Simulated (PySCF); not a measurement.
Cartesian coordinates in Å; atom numbers follow the order of the lines, from 1:
```xyz
6

O     1.1086   -0.1770    0.4821
Si   -0.4240    0.0496   -0.0086
H     1.8408   -0.1964   -0.1272
H    -0.8264   -1.0169   -0.9280
H    -0.5536    1.3372   -0.6938
H    -1.1423    0.0054    1.2540
```

Geometry: GFN2-xTB; GIAO shifts from PySCF 2.14.0 with density-fitted response routines, gas phase, non-relativistic, averaged over equivalent atoms.

At PBE0/pcSseg-1 (61 basis functions, 2.5 s wall time on 1 thread of an x86-64 server CPU, shared host):
```
   atoms  δ (ppm)
      O1     -2.9
     Si2    -36.8
H4/H5/H6     5.04
      H3     0.35
```

References, each an isolated molecule treated in the same way: 17O (σref 336.08) against H2O; TMS for 29Si (σref 349.16), 1H (σref 31.72).

Q: What do these become at PBE0/6-311+G(2d,p)?

A: 
```tsv
atoms	δ at PBE0/6-311+G(2d,p)	change
O1	0.2	+3.1
Si2	-35.8	+1.0
H4/H5/H6	5.38	+0.34
H3	-0.05	-0.40
```

Scale: 17O (σref 327.81) vs H2O; 29Si (σref 342.25) and 1H (σref 31.98) against TMS (reference shieldings calculated alike).

The largest change is at O1 (oxygen bonded to Si, H). Cost: 86 basis functions, 2.1 s wall time on 1 thread of an INTEL XEON PLATINUM 8581C, shared host.

Experimental scales use liquid or dissolved standards, which lie at an offset from isolated H2O (liquid H2O: subtract about 36 ppm).
